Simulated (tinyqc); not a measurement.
Inside a calculation (part 2 of 2). Method: ROHF in the sto-3g basis, for BH2, spin multiplicity 2. Computed by tinyqc, a small Python program that keeps every step (integrals from PySCF). Command: `OMP_NUM_THREADS=1 python tinyqc.py 29013 29014 out.jsonl` (the two numbers bound the seeds that draw the settings). One thread of a shared host (Intel(R) Xeon(R) Processor @ 2.60GHz), about 0.1 s of CPU time with the checks.

Geometry (angstrom):
```
atom        x         y        z
B     0.00000   0.00000  0.00000
H     0.00000   1.36900  0.65000
H     0.00000  -1.34400  0.63800
```

## Iteration 2: building the Fock matrix

D(alpha) after iteration 1:
```
           1B 1s     1B 2s   1B 2px    1B 2py    1B 2pz     2H 1s     3H 1s
1B 1s    1.06957  -0.26283  0.00000  -0.00138   0.08788  -0.00063  -0.00217
1B 2s   -0.26283   1.02025  0.00000   0.00648  -0.36734  -0.09151  -0.08988
1B 2px   0.00000   0.00000  0.00000   0.00000   0.00000   0.00000   0.00000
1B 2py  -0.00138   0.00648  0.00000   0.15104  -0.00478   0.20797  -0.21219
1B 2pz   0.08788  -0.36734  0.00000  -0.00478   0.35984   0.29269   0.29000
2H 1s   -0.00063  -0.09151  0.00000   0.20797   0.29269   0.60078   0.01006
3H 1s   -0.00217  -0.08988  0.00000  -0.21219   0.29000   0.01006   0.58881
```

D(beta) after iteration 1:
```
           1B 1s     1B 2s   1B 2px    1B 2py    1B 2pz     2H 1s     3H 1s
1B 1s    1.04142  -0.14775  0.00000  -0.00014  -0.01230  -0.07817  -0.07863
1B 2s   -0.14775   0.54972  0.00000   0.00142   0.04227   0.22554   0.22278
1B 2px   0.00000   0.00000  0.00000   0.00000   0.00000   0.00000   0.00000
1B 2py  -0.00014   0.00142  0.00000   0.15099  -0.00037   0.21137  -0.20882
1B 2pz  -0.01230   0.04227  0.00000  -0.00037   0.00325   0.01669   0.01782
2H 1s   -0.07817   0.22554  0.00000   0.21137   0.01669   0.38715  -0.20062
3H 1s   -0.07863   0.22278  0.00000  -0.20882   0.01782  -0.20062   0.38105
```

core Hamiltonian H = T + V (hartree):
```
            1B 1s     1B 2s    1B 2px    1B 2py    1B 2pz     2H 1s     3H 1s
1B 1s   -13.02596  -3.37717   0.00000   0.00039  -0.01001  -0.40718  -0.43285
1B 2s    -3.37717  -4.11027   0.00000   0.00320  -0.09689  -1.14309  -1.19190
1B 2px    0.00000   0.00000  -3.26463   0.00000   0.00000   0.00000   0.00000
1B 2py    0.00039   0.00320   0.00000  -3.38747   0.00125  -1.03469   1.07066
1B 2pz   -0.01001  -0.09689   0.00000   0.00125  -3.29232  -0.50280  -0.52009
2H 1s    -0.40718  -1.14309   0.00000  -1.03469  -0.50280  -2.40093  -0.12665
3H 1s    -0.43285  -1.19190   0.00000   1.07066  -0.52009  -0.12665  -2.43250
```

nuclear repulsion = 3.7194200 hartree

Given earlier and not repeated: Two-electron integrals (ij|kl) in chemists' order.

J_ij = sum D_kl (ij|kl) with D = D(alpha) + D(beta), K_ij = sum D_kl (ik|jl) for each spin; F = H + J - K(s); E = tr D H + tr D J / 2 - 0.5 sum_s tr D(s) K(s) + E_nn.

Coulomb J (hartree):
```
           1B 1s     1B 2s   1B 2px    1B 2py    1B 2pz    2H 1s     3H 1s
1B 1s    8.52100   1.73601  0.00000  -0.00016   0.00293  0.20605   0.21905
1B 2s    1.73601   3.68243  0.00000  -0.00088   0.06947  1.02891   1.07136
1B 2px   0.00000   0.00000  3.60862   0.00000   0.00000  0.00000   0.00000
1B 2py  -0.00016  -0.00088  0.00000   3.76159  -0.00097  1.01643  -1.05092
1B 2pz   0.00293   0.06947  0.00000  -0.00097   3.66375  0.48935   0.50607
2H 1s    0.20605   1.02891  0.00000   1.01643   0.48935  2.73832   0.10359
3H 1s    0.21905   1.07136  0.00000  -1.05092   0.50607  0.10359   2.75751
```

exchange K(alpha) (hartree):
```
           1B 1s     1B 2s   1B 2px    1B 2py    1B 2pz    2H 1s     3H 1s
1B 1s    2.97423   0.54085  0.00000  -0.00008   0.00177  0.06743   0.07159
1B 2s    0.54085   0.69165  0.00000  -0.00033  -0.09392  0.25667   0.26577
1B 2px   0.00000   0.00000  0.15172   0.00000   0.00000  0.00000   0.00000
1B 2py  -0.00008  -0.00033  0.00000   0.44211  -0.00547  0.27003  -0.27684
1B 2pz   0.00177  -0.09392  0.00000  -0.00547   0.44916  0.15349   0.15630
2H 1s    0.06743   0.25667  0.00000   0.27003   0.15349  0.63722   0.02449
3H 1s    0.07159   0.26577  0.00000  -0.27684   0.15630  0.02449   0.63731
```

exchange K(beta) (hartree):
```
           1B 1s     1B 2s   1B 2px    1B 2py    1B 2pz     2H 1s     3H 1s
1B 1s    2.94807   0.53144  0.00000  -0.00002   0.00038   0.06350   0.06750
1B 2s    0.53144   0.55001  0.00000  -0.00255   0.08830   0.26622   0.27429
1B 2px   0.00000   0.00000  0.10868   0.00000   0.00000   0.00000   0.00000
1B 2py  -0.00002  -0.00255  0.00000   0.40625  -0.00158   0.25747  -0.26217
1B 2pz   0.00038   0.08830  0.00000  -0.00158   0.13056   0.08204   0.08520
2H 1s    0.06350   0.26622  0.00000   0.25747   0.08204   0.51513  -0.00042
3H 1s    0.06750   0.27429  0.00000  -0.26217   0.08520  -0.00042   0.51853
```

F(alpha) (hartree):
```
           1B 1s     1B 2s   1B 2px    1B 2py    1B 2pz     2H 1s     3H 1s
1B 1s   -7.47919  -2.18202  0.00000   0.00031  -0.00885  -0.26856  -0.28539
1B 2s   -2.18202  -1.11949  0.00000   0.00266   0.06650  -0.37086  -0.38630
1B 2px   0.00000   0.00000  0.19227   0.00000   0.00000   0.00000   0.00000
1B 2py   0.00031   0.00266  0.00000  -0.06799   0.00575  -0.28829   0.29658
1B 2pz  -0.00885   0.06650  0.00000   0.00575  -0.07772  -0.16694  -0.17031
2H 1s   -0.26856  -0.37086  0.00000  -0.28829  -0.16694  -0.29983  -0.04754
3H 1s   -0.28539  -0.38630  0.00000   0.29658  -0.17031  -0.04754  -0.31230
```

F(beta) (hartree):
```
           1B 1s     1B 2s   1B 2px    1B 2py    1B 2pz     2H 1s     3H 1s
1B 1s   -7.45303  -2.17260  0.00000   0.00025  -0.00747  -0.26463  -0.28130
1B 2s   -2.17260  -0.97785  0.00000   0.00488  -0.11573  -0.38041  -0.39482
1B 2px   0.00000   0.00000  0.23531   0.00000   0.00000   0.00000   0.00000
1B 2py   0.00025   0.00488  0.00000  -0.03213   0.00186  -0.27573   0.28191
1B 2pz  -0.00747  -0.11573  0.00000   0.00186   0.24088  -0.09548  -0.09921
2H 1s   -0.26463  -0.38041  0.00000  -0.27573  -0.09548  -0.17775  -0.02263
3H 1s   -0.28130  -0.39482  0.00000   0.28191  -0.09921  -0.02263  -0.19352
```

total energy of this density = -25.2636220 hartree

## Iteration 2: Roothaan effective Fock matrix

overlap S:
```
          1B 1s    1B 2s   1B 2px    1B 2py   1B 2pz    2H 1s     3H 1s
1B 1s   1.00000  0.26933  0.00000   0.00000  0.00000  0.03205   0.03407
1B 2s   0.26933  1.00000  0.00000   0.00000  0.00000  0.32321   0.33487
1B 2px  0.00000  0.00000  1.00000   0.00000  0.00000  0.00000   0.00000
1B 2py  0.00000  0.00000  0.00000   1.00000  0.00000  0.33267  -0.34206
1B 2pz  0.00000  0.00000  0.00000   0.00000  1.00000  0.15795   0.16238
2H 1s   0.03205  0.32321  0.00000   0.33267  0.15795  1.00000   0.03285
3H 1s   0.03407  0.33487  0.00000  -0.34206  0.16238  0.03285   1.00000
```

With projectors Pc = D(beta) S, Po = (D(alpha) - D(beta)) S, Pv = 1 - D(alpha) S, the block xy is Px^T F Py; with Fc = (F(alpha) + F(beta))/2, the blocks are Fc for cc, oo, vv and cv, F(beta) for co and F(alpha) for ov.

effective F (hartree):
```
           1B 1s     1B 2s   1B 2px    1B 2py    1B 2pz     2H 1s     3H 1s
1B 1s   -7.46615  -2.17726  0.00000   0.00030  -0.00956  -0.26727  -0.28400
1B 2s   -2.17726  -1.02543  0.00000   0.00415  -0.04274  -0.38391  -0.39872
1B 2px   0.00000   0.00000  0.21379   0.00000   0.00000   0.00000   0.00000
1B 2py   0.00030   0.00415  0.00000  -0.05005   0.00389  -0.28196   0.28929
1B 2pz  -0.00956  -0.04274  0.00000   0.00389   0.04903  -0.14732  -0.15052
2H 1s   -0.26727  -0.38391  0.00000  -0.28196  -0.14732  -0.24675  -0.04287
3H 1s   -0.28400  -0.39872  0.00000   0.28929  -0.15052  -0.04287  -0.26052
```

## Iteration 2: DIIS over 2 matrices

error matrix X^T (FDS - SDF) X:
```
          1         2        3         4         5         6         7
1   0.00000  -0.01123  0.00000  -0.00013   0.01267   0.00653   0.00606
2   0.01123   0.00000  0.00000  -0.00078  -0.02477   0.02008   0.02147
3   0.00000   0.00000  0.00000   0.00000   0.00000   0.00000   0.00000
4   0.00013   0.00078  0.00000   0.00000  -0.00017  -0.10616   0.10441
5  -0.01267   0.02477  0.00000   0.00017   0.00000  -0.06407  -0.06292
6  -0.00653  -0.02008  0.00000   0.10616   0.06407   0.00000  -0.00172
7  -0.00606  -0.02147  0.00000  -0.10441   0.06292   0.00172   0.00000
```

B (overlaps of the stored error matrices):
```
               1              2
1  5.6816452e-01  3.3064762e-02
2  3.3064762e-02  6.4165599e-02
```

Minimise |sum c_i e_i|^2 with sum c_i = 1: solve [B -1; -1 0][c; lambda] = [0; -1] with B_ij = tr e_i^T e_j, and take F = sum c_i F_i.

DIIS coefficients: 0.05493  0.94507

extrapolated F (hartree):
```
           1B 1s     1B 2s   1B 2px    1B 2py    1B 2pz     2H 1s     3H 1s
1B 1s   -7.44101  -2.17200  0.00000   0.00029  -0.00916  -0.26708  -0.28378
1B 2s   -2.17200  -1.02180  0.00000   0.00409  -0.04240  -0.38117  -0.39594
1B 2px   0.00000   0.00000  0.21422   0.00000   0.00000   0.00000   0.00000
1B 2py   0.00029   0.00409  0.00000  -0.04085   0.00377  -0.27719   0.28441
1B 2pz  -0.00916  -0.04240  0.00000   0.00377   0.05724  -0.14432  -0.14747
2H 1s   -0.26708  -0.38117  0.00000  -0.27719  -0.14432  -0.24280  -0.04332
3H 1s   -0.28378  -0.39594  0.00000   0.28441  -0.14747  -0.04332  -0.25626
```

## Iteration 2: diagonalisation and new density

X:
```
           1B 1s     1B 2s   1B 2px    1B 2py    1B 2pz     2H 1s     3H 1s
1B 1s    1.03082  -0.15509  0.00000   0.00042  -0.00653   0.02188   0.02253
1B 2s   -0.15509   1.13417  0.00000  -0.00411   0.04964  -0.19485  -0.20461
1B 2px   0.00000   0.00000  1.00000   0.00000   0.00000   0.00000   0.00000
1B 2py   0.00042  -0.00411  0.00000   1.10655  -0.00175  -0.20029   0.20840
1B 2pz  -0.00653   0.04964  0.00000  -0.00175   1.02338  -0.09259  -0.09650
2H 1s    0.02188  -0.19485  0.00000  -0.20029  -0.09259   1.11111  -0.01092
3H 1s    0.02253  -0.20461  0.00000   0.20840  -0.09650  -0.01092   1.11997
```

Diagonalise F' = X^T F X, C = X C', fill 4 alpha and 3 beta electrons from the bottom; D(s) = C_occ C_occ^T. Each column has its largest component positive (the first on a tie).

F' = X^T F X (hartree):
```
          1         2        3         4         5         6         7
1  -7.25696  -1.14851  0.00000   0.00059  -0.02272   0.00517   0.00187
2  -1.14851  -0.43329  0.00000  -0.00218   0.05500  -0.27216  -0.28266
3   0.00000   0.00000  0.21422   0.00000   0.00000   0.00000   0.00000
4   0.00059  -0.00218  0.00000   0.18676   0.00078  -0.31235   0.32117
5  -0.02272   0.05500  0.00000   0.00078   0.11218  -0.15885  -0.16251
6   0.00517  -0.27216  0.00000  -0.31235  -0.15885  -0.02022  -0.01323
7   0.00187  -0.28266  0.00000   0.32117  -0.16251  -0.01323  -0.01914
```

orbital energies (hartree): MO1 -7.44558, MO2 -0.55501, MO3 -0.36795, MO4 -0.02999, MO5 0.21422, MO6 0.41905, MO7 0.54882

coefficients C:
```
             MO1       MO2       MO3       MO4      MO5       MO6       MO7
1B 1s    0.99227  -0.23025  -0.00705   0.15230  0.00000  -0.16343   0.01040
1B 2s    0.02860   0.70064   0.02555  -0.60465  0.00000   0.72945  -0.05134
1B 2px   0.00000   0.00000   0.00000   0.00000  1.00000   0.00000   0.00000
1B 2py  -0.00015  -0.01244   0.47009  -0.00256  0.00000   0.04888   1.04138
1B 2pz   0.00261   0.10575   0.00026   0.74174  0.00000   0.71067  -0.03568
2H 1s   -0.00433   0.31171   0.50048   0.32000  0.00000  -0.70141  -0.61627
3H 1s   -0.00450   0.33894  -0.48191   0.31046  0.00000  -0.64369   0.70122
```

D(alpha) after iteration 2:
```
           1B 1s     1B 2s   1B 2px    1B 2py    1B 2pz     2H 1s     3H 1s
1B 1s    1.06086  -0.22521  0.00000  -0.00098   0.09120  -0.03086  -0.03183
1B 2s   -0.22521   0.85797  0.00000   0.00483  -0.37432   0.03757   0.03732
1B 2px   0.00000   0.00000  0.00000   0.00000   0.00000   0.00000   0.00000
1B 2py  -0.00098   0.00483  0.00000   0.22115  -0.00309   0.23057  -0.23155
1B 2pz   0.09120  -0.37432  0.00000  -0.00309   0.56137   0.27044   0.26599
2H 1s   -0.03086   0.03757  0.00000   0.23057   0.27044   0.45006  -0.03616
3H 1s   -0.03183   0.03732  0.00000  -0.23155   0.26599  -0.03616   0.44353
```

D(beta) after iteration 2:
```
           1B 1s     1B 2s   1B 2px    1B 2py    1B 2pz     2H 1s     3H 1s
1B 1s    1.03767  -0.13312  0.00000  -0.00059  -0.02176  -0.07960  -0.07911
1B 2s   -0.13312   0.49236  0.00000   0.00329   0.07417   0.23106   0.22504
1B 2px   0.00000   0.00000  0.00000   0.00000   0.00000   0.00000   0.00000
1B 2py  -0.00059   0.00329  0.00000   0.22114  -0.00119   0.23139  -0.23076
1B 2pz  -0.02176   0.07417  0.00000  -0.00119   0.01119   0.03308   0.03571
2H 1s   -0.07960   0.23106  0.00000   0.23139   0.03308   0.34766  -0.13551
3H 1s   -0.07911   0.22504  0.00000  -0.23076   0.03571  -0.13551   0.34714
```

## Iteration 9 (converged): orbitals

converged F (hartree):
```
           1B 1s     1B 2s   1B 2px    1B 2py    1B 2pz     2H 1s     3H 1s
1B 1s   -7.37923  -2.16124  0.00000   0.00011  -0.00998  -0.26632  -0.28292
1B 2s   -2.16124  -0.94131  0.00000   0.00383  -0.06709  -0.37774  -0.39078
1B 2px   0.00000   0.00000  0.26548   0.00000   0.00000   0.00000   0.00000
1B 2py   0.00011   0.00383  0.00000  -0.04680   0.00233  -0.28803   0.29379
1B 2pz  -0.00998  -0.06709  0.00000   0.00233   0.03033  -0.15645  -0.15911
2H 1s   -0.26632  -0.37774  0.00000  -0.28803  -0.15645  -0.24360  -0.04687
3H 1s   -0.28292  -0.39078  0.00000   0.29379  -0.15911  -0.04687  -0.25417
```

As before.

F' = X^T F X (hartree):
```
          1         2        3         4         5         6         7
1  -7.19284  -1.15926  0.00000   0.00042  -0.02052   0.00677   0.00334
2  -1.15926  -0.33845  0.00000  -0.00233   0.03336  -0.28222  -0.29204
3   0.00000   0.00000  0.26548   0.00000   0.00000   0.00000   0.00000
4   0.00042  -0.00233  0.00000   0.18896  -0.00064  -0.32578   0.33388
5  -0.02052   0.03336  0.00000  -0.00064   0.08617  -0.16483  -0.16853
6   0.00677  -0.28222  0.00000  -0.32578  -0.16483  -0.01365  -0.01947
7   0.00334  -0.29204  0.00000   0.33388  -0.16853  -0.01947  -0.00992
```

orbital energies (hartree): MO1 -7.38411, MO2 -0.52400, MO3 -0.37673, MO4 -0.00687, MO5 0.26548, MO6 0.43799, MO7 0.57399

coefficients C:
```
             MO1       MO2       MO3       MO4      MO5       MO6       MO7
1B 1s    0.99203  -0.21131  -0.00565   0.15926  0.00000  -0.18266   0.01200
1B 2s    0.02944   0.62263   0.01997  -0.60268  0.00000   0.79824  -0.05789
1B 2px   0.00000   0.00000   0.00000   0.00000  1.00000   0.00000   0.00000
1B 2py  -0.00012  -0.01258   0.48073  -0.00241  0.00000   0.05485   1.03621
1B 2pz   0.00284   0.16944   0.00480   0.78943  0.00000   0.64369  -0.03771
2H 1s   -0.00441   0.35427   0.49611   0.21923  0.00000  -0.72206  -0.61704
3H 1s   -0.00457   0.37998  -0.47279   0.21615  0.00000  -0.65627   0.71009
```

D(alpha) after iteration 9:
```
           1B 1s     1B 2s   1B 2px    1B 2py    1B 2pz     2H 1s     3H 1s
1B 1s    1.05417  -0.19846  0.00000  -0.00056   0.09271  -0.04712  -0.04774
1B 2s   -0.19846   0.75216  0.00000   0.00322  -0.37009   0.09823   0.09674
1B 2px   0.00000   0.00000  0.00000   0.00000   0.00000   0.00000   0.00000
1B 2py  -0.00056   0.00322  0.00000   0.23127  -0.00173   0.23351  -0.23258
1B 2pz   0.09271  -0.37009  0.00000  -0.00173   0.65194   0.23546   0.23273
2H 1s   -0.04712   0.09823  0.00000   0.23351   0.23546   0.41971  -0.05253
3H 1s   -0.04774   0.09674  0.00000  -0.23258   0.23273  -0.05253   0.41465
```

D(beta) after iteration 9:
```
           1B 1s     1B 2s   1B 2px    1B 2py    1B 2pz     2H 1s     3H 1s
1B 1s    1.02881  -0.10248  0.00000  -0.00018  -0.03301  -0.08204  -0.08216
1B 2s   -0.10248   0.38893  0.00000   0.00177   0.10568   0.23036   0.22701
1B 2px   0.00000   0.00000  0.00000   0.00000   0.00000   0.00000   0.00000
1B 2py  -0.00018   0.00177  0.00000   0.23126   0.00018   0.23404  -0.23206
1B 2pz  -0.03301   0.10568  0.00000   0.00018   0.02874   0.06240   0.06210
2H 1s   -0.08204   0.23036  0.00000   0.23404   0.06240   0.37165  -0.09992
3H 1s   -0.08216   0.22701  0.00000  -0.23206   0.06210  -0.09992   0.36793
```

## Convergence

Stop when the energy changes by less than 1e-08 hartree and every element of the error matrix X^T (F D S - S D F) X is below 3e-05.

Course of the cycle:
```
iteration  E (hartree)     change  largest element of the error matrix
1          -25.1271046          -                             3.62e-01
2          -25.2636220  -1.37e-01                             1.06e-01
3          -25.3041512  -4.05e-02                             3.48e-02
4          -25.3112910  -7.14e-03                             8.50e-03
5          -25.3116877  -3.97e-04                             1.33e-03
6          -25.3117012  -1.34e-05                             3.25e-04
7          -25.3117016  -4.36e-07                             3.88e-05
8          -25.3117016  -1.32e-08                             6.75e-07
9          -25.3117016  -2.17e-12                             7.50e-08
```

PySCF ROHF in the same basis = -25.3117016 hartree

Converged in 9 iterations.

## Populations, bond orders and dipole

Mulliken: Z minus the diagonal of D S on the atom; Loewdin: the same with S^(1/2) D S^(1/2); Mayer order: 2 sum_s sum (D(s) S)_ij (D(s) S)_ji over the two atoms.

Charges (e):
```
atom  Mulliken   Loewdin  Mulliken spin
1B     0.17937   0.17071        0.93110
2H    -0.09100  -0.08676        0.03519
3H    -0.08837  -0.08395        0.03371
```

Mayer bond orders:
```
pair    order
2-1   0.97152
3-1   0.97209
3-2   0.01896
```

dipole moment about the origin, x y z (debye): 0.00000  -0.03012  -0.23683
